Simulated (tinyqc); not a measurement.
CIS on RHF in the sto-6g basis, frozen core, for H2O, spin multiplicity 1, step by step. Computed by tinyqc, a small Python program that keeps every step (integrals from PySCF). Settings: charge = 0, multiplicity = 1, basis = sto-6g, method = RHF, frozen orbitals = 1, energy threshold = 1e-10, iteration cap = 58, orthogonalisation = canonical, start = core, DIIS depth = 6. Command: `OMP_NUM_THREADS=1 python tinyqc.py 30974 30975 out.jsonl` (the two numbers bound the seeds that draw the settings). One thread of a shared host (Intel(R) Xeon(R) Processor @ 2.60GHz), about 0.1 s of CPU time with the checks. The early iterations of the SCF are left out here.

## One-electron integrals

Geometry (angstrom):
```
atom,x,y,z
O,0.000000,0.000000,0.000000
H,0.000000,0.829000,0.686000
H,0.000000,-0.829000,0.686000
```

Basis sto-6g: exponents (1/bohr^2) and contraction coefficients of normalised primitives:
```
element,l (shell),exponent,coefficient
O,s (1),1355.584234,0.009164
O,s (1),248.544885,0.049361
O,s (1),69.533902,0.168538
O,s (1),23.886772,0.370563
O,s (1),9.275933,0.416492
O,s (1),3.820341,0.130334
O,s (2),52.187762,-0.013253
O,s (2),10.329320,-0.046992
O,s (2),3.210345,-0.033785
O,s (2),1.235135,0.250242
O,s (2),0.536420,0.595117
O,s (2),0.245881,0.240706
O,p (3),52.187762,0.003760
O,p (3),10.329320,0.037679
O,p (3),3.210345,0.173897
O,p (3),1.235135,0.418036
O,p (3),0.536420,0.425860
O,p (3),0.245881,0.101708
H,s (1),35.523221,0.009164
H,s (1),6.513144,0.049361
H,s (1),1.822143,0.168538
H,s (1),0.625955,0.370563
H,s (1),0.243077,0.416492
H,s (1),0.100112,0.130334
```

Overlap, kinetic and nuclear-attraction integrals over the contracted functions; the nuclear repulsion is the sum of Za Zb / Rab.

nuclear repulsion = 8.18776482 hartree

overlap S:
```
,1O 1s,1O 2s,1O 2px,1O 2py,1O 2pz,2H 1s,3H 1s
1O 1s,1.000000,0.231145,0.000000,0.000000,0.000000,0.042177,0.042177
1O 2s,0.231145,1.000000,0.000000,0.000000,0.000000,0.402465,0.402465
1O 2px,0.000000,0.000000,1.000000,0.000000,0.000000,0.000000,0.000000
1O 2py,0.000000,0.000000,0.000000,1.000000,0.000000,0.269034,-0.269034
1O 2pz,0.000000,0.000000,0.000000,0.000000,1.000000,0.222626,0.222626
2H 1s,0.042177,0.402465,0.000000,0.269034,0.222626,1.000000,0.203742
3H 1s,0.042177,0.402465,0.000000,-0.269034,0.222626,0.203742,1.000000
```

kinetic energy T (hartree):
```
,1O 1s,1O 2s,1O 2px,1O 2py,1O 2pz,2H 1s,3H 1s
1O 1s,29.327197,-0.896024,0.000000,0.000000,0.000000,-0.005497,-0.005497
1O 2s,-0.896024,0.842618,0.000000,0.000000,0.000000,0.077905,0.077905
1O 2px,0.000000,0.000000,2.531309,0.000000,0.000000,0.000000,0.000000
1O 2py,0.000000,0.000000,0.000000,2.531309,0.000000,0.154025,-0.154025
1O 2pz,0.000000,0.000000,0.000000,0.000000,2.531309,0.127456,0.127456
2H 1s,-0.005497,0.077905,0.000000,0.154025,0.127456,0.768522,-0.002262
3H 1s,-0.005497,0.077905,0.000000,-0.154025,0.127456,-0.002262,0.768522
```

nuclear attraction V (hartree):
```
,1O 1s,1O 2s,1O 2px,1O 2py,1O 2pz,2H 1s,3H 1s
1O 1s,-62.241890,-6.378630,0.000000,0.000000,-0.016571,-1.331031,-1.331031
1O 2s,-6.378630,-9.977578,0.000000,0.000000,-0.190636,-3.116825,-3.116825
1O 2px,0.000000,0.000000,-9.913557,0.000000,0.000000,0.000000,0.000000
1O 2py,0.000000,0.000000,0.000000,-10.026831,0.000000,-1.845693,1.845693
1O 2pz,-0.016571,-0.190636,0.000000,0.000000,-9.991122,-1.582636,-1.582636
2H 1s,-1.331031,-3.116825,0.000000,-1.845693,-1.582636,-5.402950,-1.205685
3H 1s,-1.331031,-3.116825,0.000000,1.845693,-1.582636,-1.205685,-5.402950
```

core Hamiltonian H = T + V (hartree):
```
,1O 1s,1O 2s,1O 2px,1O 2py,1O 2pz,2H 1s,3H 1s
1O 1s,-32.914693,-7.274654,0.000000,0.000000,-0.016571,-1.336528,-1.336528
1O 2s,-7.274654,-9.134959,0.000000,0.000000,-0.190636,-3.038920,-3.038920
1O 2px,0.000000,0.000000,-7.382248,0.000000,0.000000,0.000000,0.000000
1O 2py,0.000000,0.000000,0.000000,-7.495522,0.000000,-1.691668,1.691668
1O 2pz,-0.016571,-0.190636,0.000000,0.000000,-7.459814,-1.455180,-1.455180
2H 1s,-1.336528,-3.038920,0.000000,-1.691668,-1.455180,-4.634428,-1.207947
3H 1s,-1.336528,-3.038920,0.000000,1.691668,-1.455180,-1.207947,-4.634428
```

## Two-electron integrals

Functions are numbered as in S; the eight-fold symmetry (ij|kl) = (ji|kl) = (kl|ij) leaves the list below.

Two-electron integrals (ij|kl) in chemists' order, unique and non-zero (hartree):
```
i,j,k,l,(ij|kl)
1,1,1,1,4.787491
2,1,1,1,0.675884
2,1,2,1,0.121505
2,2,1,1,1.117379
2,2,2,1,0.249212
2,2,2,2,0.817383
3,1,3,1,0.025762
3,2,3,1,0.039145
3,2,3,2,0.180664
3,3,1,1,1.117381
3,3,2,1,0.249212
3,3,2,2,0.817382
3,3,3,3,0.880663
4,1,4,1,0.025762
4,2,4,1,0.039145
4,2,4,2,0.180664
4,3,4,3,0.047461
4,4,1,1,1.117381
4,4,2,1,0.249212
4,4,2,2,0.817382
4,4,3,3,0.785741
4,4,4,4,0.880663
5,1,5,1,0.025762
5,2,5,1,0.039145
5,2,5,2,0.180664
5,3,5,3,0.047461
5,4,5,4,0.047461
5,5,1,1,1.117381
5,5,2,1,0.249212
5,5,2,2,0.817382
5,5,3,3,0.785741
5,5,4,4,0.785741
5,5,5,5,0.880663
6,1,1,1,0.131385
6,1,2,1,0.022645
6,1,2,2,0.045450
6,1,3,3,0.045353
6,1,4,1,0.000855
6,1,4,2,0.001673
6,1,4,4,0.045526
6,1,5,1,0.000707
6,1,5,2,0.001384
6,1,5,4,0.000143
6,1,5,5,0.045471
6,1,6,1,0.004302
6,2,1,1,0.327706
6,2,2,1,0.074153
6,2,2,2,0.270334
6,2,3,3,0.265787
6,2,4,1,0.004584
6,2,4,2,0.034223
6,2,4,4,0.273883
6,2,5,1,0.003793
6,2,5,2,0.028320
6,2,5,4,0.006700
6,2,5,5,0.271331
6,2,6,1,0.013903
6,2,6,2,0.112541
6,3,3,1,0.008128
6,3,3,2,0.046121
6,3,4,3,0.007015
6,3,5,3,0.005805
6,3,6,3,0.015671
6,4,1,1,0.185375
6,4,2,1,0.042532
6,4,2,2,0.165360
6,4,3,3,0.157977
6,4,4,1,0.010412
6,4,4,2,0.065744
6,4,4,4,0.176826
6,4,5,1,0.001890
6,4,5,2,0.016238
6,4,5,4,0.009792
6,4,5,5,0.161276
6,4,6,1,0.008328
6,4,6,2,0.083685
6,4,6,4,0.077184
6,5,1,1,0.153399
6,5,2,1,0.035195
6,5,2,2,0.136836
6,5,3,3,0.130727
6,5,4,1,0.001890
6,5,4,2,0.016238
6,5,4,4,0.134713
6,5,5,1,0.009692
6,5,5,2,0.059558
6,5,5,4,0.010314
6,5,5,5,0.145067
6,5,6,1,0.006891
6,5,6,2,0.069250
6,5,6,4,0.050902
6,5,6,5,0.057793
6,6,1,1,0.480180
6,6,2,1,0.110677
6,6,2,2,0.462320
6,6,3,3,0.444132
6,6,4,1,0.008639
6,6,4,2,0.088895
6,6,4,4,0.476518
6,6,5,1,0.007149
6,6,5,2,0.073561
6,6,5,4,0.026800
6,6,5,5,0.466308
6,6,6,1,0.020949
6,6,6,2,0.247167
6,6,6,4,0.209649
6,6,6,5,0.173485
6,6,6,6,0.774999
7,1,1,1,0.131385
7,1,2,1,0.022645
7,1,2,2,0.045450
7,1,3,3,0.045353
7,1,4,1,-0.000855
7,1,4,2,-0.001673
7,1,4,4,0.045526
7,1,5,1,0.000707
7,1,5,2,0.001384
7,1,5,4,-0.000143
7,1,5,5,0.045471
7,1,6,1,0.004240
7,1,6,2,0.013454
7,1,6,4,0.007357
7,1,6,5,0.006671
7,1,6,6,0.020044
7,1,7,1,0.004302
7,2,1,1,0.327706
7,2,2,1,0.074153
7,2,2,2,0.270334
7,2,3,3,0.265787
7,2,4,1,-0.004584
7,2,4,2,-0.034223
7,2,4,4,0.273883
7,2,5,1,0.003793
7,2,5,2,0.028320
7,2,5,4,-0.006700
7,2,5,5,0.271331
7,2,6,1,0.013454
7,2,6,2,0.090910
7,2,6,4,0.046748
7,2,6,5,0.054424
7,2,6,6,0.162787
7,2,7,1,0.013903
7,2,7,2,0.112541
7,3,3,1,0.008128
7,3,3,2,0.046121
7,3,4,3,-0.007015
7,3,5,3,0.005805
7,3,6,3,0.012250
7,3,7,3,0.015671
7,4,1,1,-0.185375
7,4,2,1,-0.042532
7,4,2,2,-0.165360
7,4,3,3,-0.157977
7,4,4,1,0.010412
7,4,4,2,0.065744
7,4,4,4,-0.176826
7,4,5,1,-0.001890
7,4,5,2,-0.016238
7,4,5,4,0.009792
7,4,5,5,-0.161276
7,4,6,1,-0.007357
7,4,6,2,-0.046748
7,4,6,4,-0.012327
7,4,6,5,-0.027392
7,4,6,6,-0.075173
7,4,7,1,-0.008328
7,4,7,2,-0.083685
7,4,7,4,0.077184
7,5,1,1,0.153399
7,5,2,1,0.035195
7,5,2,2,0.136836
7,5,3,3,0.130727
7,5,4,1,-0.001890
7,5,4,2,-0.016238
7,5,4,4,0.134713
7,5,5,1,0.009692
7,5,5,2,0.059558
7,5,5,4,-0.010314
7,5,5,5,0.145067
7,5,6,1,0.006671
7,5,6,2,0.054424
7,5,6,4,0.027392
7,5,6,5,0.044291
7,5,6,6,0.106460
7,5,7,1,0.006891
7,5,7,2,0.069250
7,5,7,4,-0.050902
7,5,7,5,0.057793
7,6,1,1,0.119173
7,6,2,1,0.027260
7,6,2,2,0.108112
7,6,3,3,0.105532
7,6,4,4,0.107488
7,6,5,1,0.002168
7,6,5,2,0.019351
7,6,5,5,0.111317
7,6,6,1,0.005061
7,6,6,2,0.045178
7,6,6,4,0.029063
7,6,6,5,0.031262
7,6,6,6,0.104216
7,6,7,1,0.005061
7,6,7,2,0.045178
7,6,7,4,-0.029063
7,6,7,5,0.031262
7,6,7,6,0.022704
7,7,1,1,0.480180
7,7,2,1,0.110677
7,7,2,2,0.462320
7,7,3,3,0.444132
7,7,4,1,-0.008639
7,7,4,2,-0.088895
7,7,4,4,0.476518
7,7,5,1,0.007149
7,7,5,2,0.073561
7,7,5,4,-0.026800
7,7,5,5,0.466308
7,7,6,1,0.020044
7,7,6,2,0.162787
7,7,6,4,0.075173
7,7,6,5,0.106460
7,7,6,6,0.315470
7,7,7,1,0.020949
7,7,7,2,0.247167
7,7,7,4,-0.209649
7,7,7,5,0.173485
7,7,7,6,0.104216
7,7,7,7,0.774999
```

## Orthogonalisation

S = U s U^T; canonical form X = U s^(-1/2), so that X^T S X = 1. Each column of U has its largest component positive (the first on a tie).

eigenvalues of S: 0.418872  0.504256  0.885165  1.000000  1.099129  1.292002  1.800576

X:
```
,1,2,3,4,5,6,7
1O 1s,-0.323344,0.000000,0.740953,0.000000,-0.618788,0.000000,0.165612
1O 2s,1.057722,0.000000,-0.306418,0.000000,-0.316019,0.000000,0.433583
1O 2px,0.000000,0.000000,0.000000,1.000000,0.000000,0.000000,0.000000
1O 2py,0.000000,0.857382,0.000000,0.000000,0.000000,0.697917,0.000000
1O 2pz,0.513944,0.000000,0.655491,0.000000,0.623320,0.000000,0.213390
2H 1s,-0.670781,-0.789942,-0.169058,0.000000,0.138774,0.378750,0.383680
3H 1s,-0.670781,0.789942,-0.169058,0.000000,0.138774,-0.378750,0.383680
```

## Iteration 8 (converged): orbitals

converged F (hartree):
```
,1O 1s,1O 2s,1O 2px,1O 2py,1O 2pz,2H 1s,3H 1s
1O 1s,-20.521674,-4.964700,0.000000,0.000000,-0.025626,-0.913671,-0.913671
1O 2s,-4.964700,-2.314783,0.000000,0.000000,-0.085031,-0.829643,-0.829643
1O 2px,0.000000,0.000000,-0.395538,0.000000,0.000000,0.000000,0.000000
1O 2py,0.000000,0.000000,0.000000,-0.253198,0.000000,-0.357720,0.357720
1O 2pz,-0.025626,-0.085031,0.000000,0.000000,-0.295029,-0.341616,-0.341616
2H 1s,-0.913671,-0.829643,0.000000,-0.357720,-0.341616,-0.445645,-0.285768
3H 1s,-0.913671,-0.829643,0.000000,0.357720,-0.341616,-0.285768,-0.445645
```

Diagonalise F' = X^T F X, C = X C', fill 5 alpha and 5 beta electrons from the bottom; D = 2 C_occ C_occ^T. Each column has its largest component positive (the first on a tie).

F' = X^T F X (hartree):
```
,1,2,3,4,5,6,7
1,-0.126479,0.000000,2.092628,0.000000,-1.612263,0.000000,0.371250
2,0.000000,0.583453,0.000000,0.000000,0.000000,0.106263,0.000000
3,2.092628,0.000000,-8.951584,0.000000,8.964950,0.000000,-3.824377
4,0.000000,0.000000,0.000000,-0.395538,0.000000,0.000000,0.000000
5,-1.612263,0.000000,8.964950,0.000000,-9.778939,0.000000,4.187985
6,0.000000,0.106263,0.000000,0.000000,0.000000,-0.547433,0.000000
7,0.371250,0.000000,-3.824377,0.000000,4.187985,0.000000,-2.853518
```

orbital energies (hartree): MO1 -20.524661, MO2 -1.228470, MO3 -0.557331, MO4 -0.452370, MO5 -0.395538, MO6 0.494980, MO7 0.593352

coefficients C:
```
,MO1,MO2,MO3,MO4,MO5,MO6,MO7
1O 1s,0.996824,-0.226394,0.000000,0.089766,0.000000,-0.104498,0.000000
1O 2s,0.014487,0.880208,0.000000,-0.494290,0.000000,0.693710,0.000000
1O 2px,0.000000,0.000000,0.000000,0.000000,1.000000,0.000000,0.000000
1O 2py,0.000000,0.000000,0.615389,0.000000,0.000000,0.000000,0.918416
1O 2pz,0.002554,0.094749,0.000000,0.743141,0.000000,0.752748,0.000000
2H 1s,-0.002945,0.142376,0.450383,0.325139,0.000000,-0.720418,-0.751409
3H 1s,-0.002945,0.142376,-0.450383,0.325139,0.000000,-0.720418,0.751409
```

D after iteration 8:
```
,1O 1s,1O 2s,1O 2px,1O 2py,1O 2pz,2H 1s,3H 1s
1O 1s,2.105939,-0.458406,0.000000,0.000000,0.095609,-0.011964,-0.011964
1O 2s,-0.458406,2.038595,0.000000,0.000000,-0.567782,-0.070870,-0.070870
1O 2px,0.000000,0.000000,2.000000,0.000000,0.000000,0.000000,0.000000
1O 2py,0.000000,0.000000,0.000000,0.757408,0.000000,0.554322,-0.554322
1O 2pz,0.095609,-0.567782,0.000000,0.000000,1.122483,0.510213,0.510213
2H 1s,-0.011964,-0.070870,0.000000,0.554322,0.510213,0.657679,-0.153700
3H 1s,-0.011964,-0.070870,0.000000,-0.554322,0.510213,-0.153700,0.657679
```

## Convergence

Stop when the energy changes by less than 1e-10 hartree and every element of the error matrix X^T (F D S - S D F) X is below 3e-06.

Course of the cycle:
```
iteration,E (hartree),change,largest element of the error matrix
1,-73.99568465,-,8.26e-01
2,-75.56983765,-1.57e+00,3.31e-01
3,-75.66336891,-9.35e-02,5.02e-02
4,-75.66598759,-2.62e-03,1.15e-02
5,-75.66613316,-1.46e-04,2.87e-03
6,-75.66615250,-1.93e-05,3.05e-04
7,-75.66615261,-1.12e-07,1.12e-06
8,-75.66615261,-1.69e-12,4.12e-08
```

PySCF RHF in the same basis = -75.66615261 hartree

Converged in 8 iterations.

## Integrals over molecular orbitals

(pq|rs) = sum C_ip C_jq C_kr C_ls (ij|kl), one index at a time.

one-electron integrals over orbitals h = C^T H C (hartree):
```
,1,2,3,4,5,6,7
1,-32.901945,0.575202,0.000000,-0.221148,0.000000,0.269774,0.000000
2,0.575202,-7.629645,0.000000,0.528498,0.000000,-1.270030,0.000000
3,0.000000,0.000000,-6.104128,0.000000,0.000000,0.000000,-1.752149
4,-0.221148,0.528498,0.000000,-6.677581,0.000000,-1.276530,0.000000
5,0.000000,0.000000,0.000000,0.000000,-7.382248,0.000000,0.000000
6,0.269774,-1.270030,0.000000,-1.276530,0.000000,-5.359610,0.000000
7,0.000000,0.000000,-1.752149,0.000000,0.000000,0.000000,-5.521954
```

Two-electron integrals over orbitals (pq|rs), unique and non-zero (hartree); the lowest 1 orbital is frozen and left out:
```
p,q,r,s,(pq|rs)
2,2,2,2,0.727153
3,2,3,2,0.132925
3,3,2,2,0.624416
3,3,3,3,0.604311
4,2,2,2,-0.019453
4,2,3,3,0.003676
4,2,4,2,0.129494
4,3,3,2,0.025558
4,3,4,3,0.054473
4,4,2,2,0.664676
4,4,3,3,0.574566
4,4,4,2,-0.095885
4,4,4,4,0.715748
5,2,5,2,0.149635
5,3,5,3,0.027139
5,4,5,2,-0.045222
5,4,5,4,0.049899
5,5,2,2,0.755006
5,5,3,3,0.610070
5,5,4,2,-0.079616
5,5,4,4,0.697520
5,5,5,5,0.880663
6,2,2,2,0.136345
6,2,3,3,0.070583
6,2,4,2,0.029367
6,2,4,4,0.067467
6,2,5,5,0.145796
6,2,6,2,0.097498
6,3,3,2,-0.035468
6,3,4,3,-0.035438
6,3,6,3,0.072165
6,4,2,2,0.120874
6,4,3,3,0.048504
6,4,4,2,-0.048969
6,4,4,4,0.131072
6,4,5,5,0.143931
6,4,6,2,0.059799
6,4,6,4,0.093368
6,5,5,2,0.052313
6,5,5,4,0.004413
6,5,6,5,0.035079
6,6,2,2,0.602400
6,6,3,3,0.556714
6,6,4,2,0.049055
6,6,4,4,0.549072
6,6,5,5,0.583965
6,6,6,2,0.096222
6,6,6,4,0.051561
6,6,6,6,0.590294
7,2,3,2,0.051655
7,2,4,3,-0.032138
7,2,6,3,0.031330
7,2,7,2,0.066370
7,3,2,2,0.158686
7,3,3,3,0.089688
7,3,4,2,-0.079744
7,3,4,4,0.143783
7,3,5,5,0.199499
7,3,6,2,0.070131
7,3,6,4,0.098378
7,3,6,6,0.043475
7,3,7,3,0.159567
7,4,3,2,-0.074346
7,4,4,3,-0.011076
7,4,6,3,0.052339
7,4,7,2,-0.016526
7,4,7,4,0.071531
7,5,5,3,0.023824
7,5,7,5,0.024530
7,6,3,2,0.087517
7,6,4,3,0.059698
7,6,6,3,-0.064408
7,6,7,2,-0.006056
7,6,7,4,-0.061154
7,6,7,6,0.113293
7,7,2,2,0.610357
7,7,3,3,0.588606
7,7,4,2,-0.016081
7,7,4,4,0.582423
7,7,5,5,0.609036
7,7,6,2,0.063056
7,7,6,4,0.047153
7,7,6,6,0.555874
7,7,7,3,0.090819
7,7,7,7,0.598946
```

## CIS matrix, singlets

A(ia,jb) = (e_a - e_i) d_ij d_ab + 2 (ia|jb) - (ij|ab).

CIS matrix A, singlet (hartree):
```
,2>6,2>7,3>6,3>7,4>6,4>7,5>6,5>7
2>6,1.316045,0.000000,0.000000,0.052745,0.070542,0.000000,0.000000,0.000000
2>7,0.000000,1.344204,-0.024856,0.000000,0.000000,-0.016971,0.000000,0.000000
3>6,0.000000,-0.024856,0.639928,0.000000,0.000000,0.044980,0.000000,0.000000
3>7,0.052745,0.000000,0.000000,0.881211,0.137058,0.000000,0.000000,0.000000
4>6,0.070542,0.000000,0.000000,0.137058,0.585015,0.000000,0.000000,0.000000
4>7,0.000000,-0.016971,0.044980,0.000000,0.000000,0.606360,0.000000,0.000000
5>6,0.000000,0.000000,0.000000,0.000000,0.000000,0.000000,0.376711,0.000000
5>7,0.000000,0.000000,0.000000,0.000000,0.000000,0.000000,0.000000,0.428915
```

## CIS singlet states

dipole integrals <i|r|a> (bohr):
```
,x,y,z
2>6,0.000000,0.000000,-0.068348
2>7,0.000000,-0.085989,0.000000
3>6,0.000000,-0.867266,0.000000
3>7,0.000000,0.000000,-0.713254
4>6,0.000000,0.000000,-0.605216
4>7,0.000000,-0.759929,0.000000
5>6,0.068176,0.000000,0.000000
5>7,0.000000,0.000000,0.000000
```

Diagonalise A (1 hartree = 27.211386 eV); each vector has its largest component positive (the first on a tie). The transition dipole is mu = sqrt2 sum c_ia <i|r|a>.

singlet excitation energies (eV): 10.250833  11.671361  14.382250  15.650212  18.226473  25.059506  36.267682  36.614199

lowest vectors:
```
,state 1,state 2,state 3,state 4,state 5,state 6
2>6,0.000000,0.000000,-0.059915,0.000000,0.000000,-0.183573
2>7,0.000000,0.000000,0.000000,-0.000308,0.044583,0.000000
3>6,0.000000,0.000000,0.000000,-0.570345,0.820581,0.000000
3>7,0.000000,0.000000,-0.353786,0.000000,0.000000,0.923042
4>6,0.000000,0.000000,0.933405,0.000000,0.000000,0.338074
4>7,0.000000,0.000000,0.000000,0.821405,0.569789,0.000000
5>6,1.000000,0.000000,0.000000,0.000000,0.000000,0.000000
5>7,0.000000,1.000000,0.000000,0.000000,0.000000,0.000000
```

oscillator strengths 2/3 w |mu|^2: 0.002335  0.000000  0.067060  0.012869  1.178009  0.888039

## CIS matrix, triplets

A(ia,jb) = (e_a - e_i) d_ij d_ab - (ij|ab).

CIS matrix A, triplet (hartree):
```
,2>6,2>7,3>6,3>7,4>6,4>7,5>6,5>7
2>6,1.121050,0.000000,0.000000,-0.087517,-0.049055,0.000000,0.000000,0.000000
2>7,0.000000,1.211465,-0.087517,0.000000,0.000000,0.016081,0.000000,0.000000
3>6,0.000000,-0.087517,0.495598,0.000000,0.000000,-0.059698,0.000000,0.000000
3>7,-0.087517,0.000000,0.000000,0.562077,-0.059698,0.000000,0.000000,0.000000
4>6,-0.049055,0.000000,0.000000,-0.059698,0.398279,0.000000,0.000000,0.000000
4>7,0.000000,0.016081,-0.059698,0.000000,0.000000,0.463298,0.000000,0.000000
5>6,0.000000,0.000000,0.000000,0.000000,0.000000,0.000000,0.306553,0.000000
5>7,0.000000,0.000000,0.000000,0.000000,0.000000,0.000000,0.000000,0.379854
```

## CIS triplet states

Diagonalise A (1 hartree = 27.211386 eV); each vector has its largest component positive (the first on a tie).

triplet excitation energies (eV): 8.341730  10.105092  10.336345  11.303988  14.482741  15.605369  30.927470  33.271792

lowest vectors:
```
,state 1,state 2,state 3,state 4,state 5,state 6
2>6,0.000000,0.100781,0.000000,0.000000,0.000000,0.117254
2>7,0.000000,0.000000,0.000000,0.054067,0.113475,0.000000
3>6,0.000000,0.000000,0.000000,0.633604,0.763991,0.000000
3>7,0.000000,0.339025,0.000000,0.000000,0.000000,0.929551
4>6,0.000000,0.935364,0.000000,0.000000,0.000000,-0.349552
4>7,0.000000,0.000000,0.000000,0.771766,-0.635170,0.000000
5>6,1.000000,0.000000,0.000000,0.000000,0.000000,0.000000
5>7,0.000000,0.000000,1.000000,0.000000,0.000000,0.000000
```
